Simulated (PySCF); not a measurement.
CF4, SMILES FC(F)(F)F.

The structure is a stationary point at B3LYP-D3(BJ)/def2-SVP.

Two levels are set side by side: PBE/def2-TZVPD (PySCF) and CAM-B3LYP/def2-TZVPD (PySCF). Same geometry, gas phase. Differences are taken from unrounded values.

| quantity | CAM-B3LYP | PBE | PBE minus CAM-B3LYP |
|---|---|---|---|
| orbital gap (eV) | 15.10 | 10.25 | -4.85 |
| highest occupied level (eV) | -14.30 | -10.41 | 3.89 |
| lowest empty level (eV) | 0.80 | -0.16 | -0.96 |
| mean polarisability (bohr³) | 19.4 | 20.6 | 1.2 |

Without exact exchange PBE keeps part of each electron's self-repulsion, which lifts occupied levels and narrows the gap. Loosely held outer electrons make PBE densities more polarisable. Differences between two approximate levels are no errors against the true value.

Rough cost on one machine, each run with all the roots and properties that it gave: CAM-B3LYP against PBE within a factor of 2.
